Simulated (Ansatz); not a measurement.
**BClH₄Si (SMILES B[SiH2]Cl): single points off equilibrium**

How do the functionals fare away from a minimum? The structure is a structure displaced at random from a GFN2-xTB minimum.

Program: Ansatz 0.2.0, Gaussian basis. Level of theory: single points in def2-TZVPP. These are calculated values, not measurements.

Cores are frozen in the correlated methods.

## Step 1: The starting structure

SMILES `B[SiH2]Cl`, 7 atoms, charge 0, spin multiplicity 1.

Atoms are counted from 1 here; the program's logs count them from 0.

Bond lengths: B1–Si2 2.072 Å, B1–H4 1.333 Å, B1–H5 1.149 Å, Si2–Cl3 2.111 Å, Si2–H6 1.539 Å, Si2–H7 1.369 Å. Angles: Si2–B1–H4 118.9°, Si2–B1–H5 122.3°, H4–B1–H5 118.7°, B1–Si2–Cl3 110.0°, B1–Si2–H6 108.2°, B1–Si2–H7 125.3°, Cl3–Si2–H6 104.8°, Cl3–Si2–H7 104.6°, H6–Si2–H7 102.1°.

Coordinates:

```xyz
7

B    -1.0979    0.0685   -0.6769
Si    0.6391   -0.1936    0.4224
Cl    1.8890    1.4943    0.2119
H    -1.7590   -1.0076   -1.1039
H    -1.5316    1.1087   -0.9013
H     0.2650   -0.2206    1.9155
H     1.4863   -1.2641    0.3189
```

## Step 2: CCSD(T)/def2-TZVPP

run/in.yaml reads:

```yaml
crystal:
  periodic: [false, false, false]
  atoms:
    - {symbol: B, position_ang: [-1.097900, 0.068500, -0.676900]}
    - {symbol: Si, position_ang: [0.639100, -0.193600, 0.422400]}
    - {symbol: Cl, position_ang: [1.889000, 1.494300, 0.211900]}
    - {symbol: H, position_ang: [-1.759000, -1.007600, -1.103900]}
    - {symbol: H, position_ang: [-1.531600, 1.108700, -0.901300]}
    - {symbol: H, position_ang: [0.265000, -0.220600, 1.915500]}
    - {symbol: H, position_ang: [1.486300, -1.264100, 0.318900]}
basis:
  gaussian: {orbitals: def2-TZVPP}
correlation: {method: ccsd_t}
output: {forces: true}
```

The command line of these runs was not kept.

## Step 3: PBE0-D4/def2-TZVPP

Edit run/in.yaml of step 2 so:

```diff
@@ -12,3 +12,3 @@
   gaussian: {orbitals: def2-TZVPP}
-correlation: {method: ccsd_t}
-output: {forces: true}
+hamiltonian: {xc: pbe0, dispersion: d4}
+output: {forces: true, orbitals: {seedname: orbitals}}
```

## Step 4: wB97M-V/def2-TZVPP

Edit run/in.yaml of step 3 so:

```diff
@@ -12,3 +12,3 @@
   gaussian: {orbitals: def2-TZVPP}
-hamiltonian: {xc: pbe0, dispersion: d4}
-output: {forces: true, orbitals: {seedname: orbitals}}
+hamiltonian: {xc: {name: wB97M-V}}
+output: {forces: true}
```

## Step 5: r2SCAN-D4/def2-TZVPP

Edit run/in.yaml of step 4 so:

```diff
@@ -12,3 +12,3 @@
   gaussian: {orbitals: def2-TZVPP}
-hamiltonian: {xc: {name: wB97M-V}}
+hamiltonian: {xc: r2scan, dispersion: d4}
 output: {forces: true}
```

## Step 6: PBE-D4/def2-TZVPP

Edit run/in.yaml of step 5 so:

```diff
@@ -12,3 +12,3 @@
   gaussian: {orbitals: def2-TZVPP}
-hamiltonian: {xc: r2scan, dispersion: d4}
+hamiltonian: {xc: pbe, dispersion: d4}
 output: {forces: true}
```

## Step 7: BLYP-D4/def2-TZVPP

Edit run/in.yaml of step 6 so:

```diff
@@ -12,3 +12,3 @@
   gaussian: {orbitals: def2-TZVPP}
-hamiltonian: {xc: pbe, dispersion: d4}
+hamiltonian: {xc: {name: BLYP}, dispersion: d4}
 output: {forces: true}
```

## Step 8: CAM-B3LYP-D4/def2-TZVPP

Edit run/in.yaml of step 7 so:

```diff
@@ -12,3 +12,3 @@
   gaussian: {orbitals: def2-TZVPP}
-hamiltonian: {xc: {name: BLYP}, dispersion: d4}
+hamiltonian: {xc: {name: CAM-B3LYP}, dispersion: d4}
 output: {forces: true}
```

(Steps that only read results are left out.)

**Question.** What will these runs give? Wanted: energy less free atoms, CCSD(T)/def2-TZVPP; RMS force component; RMS force error; HOMO and LUMO, PBE0-D4; T1 diagnostic.

The runs gave:

```
                                  quantity                                                                                                value
energy less free atoms, CCSD(T)/def2-TZVPP                                                                                           -20.789 eV
                       RMS force component                                                                 1.270 to 1.339 eV/Å over the methods
                           RMS force error  PBE0-D4 0.073, wB97M-V 0.058, r2SCAN-D4 0.075, PBE-D4 0.164, BLYP-D4 0.153, CAM-B3LYP-D4 0.047 eV/Å
                    HOMO and LUMO, PBE0-D4                                                                                   -8.29 and -2.91 eV
                             T1 diagnostic                                                                                                0.010
```

Against CCSD(T) the functionals' energies less atoms differ by -0.699 to -0.333 eV, PBE-D4 by -0.535 eV. The reference is not at the basis limit: in triple zeta CCSD(T) underbinds, which counts against methods that bind more; the gaps are no ranking. On forces the order runs from CAM-B3LYP-D4 to PBE-D4. Frozen-core CCSD(T) forces in triple zeta carry basis errors of their own, and this is one geometry, so small gaps rank nothing.
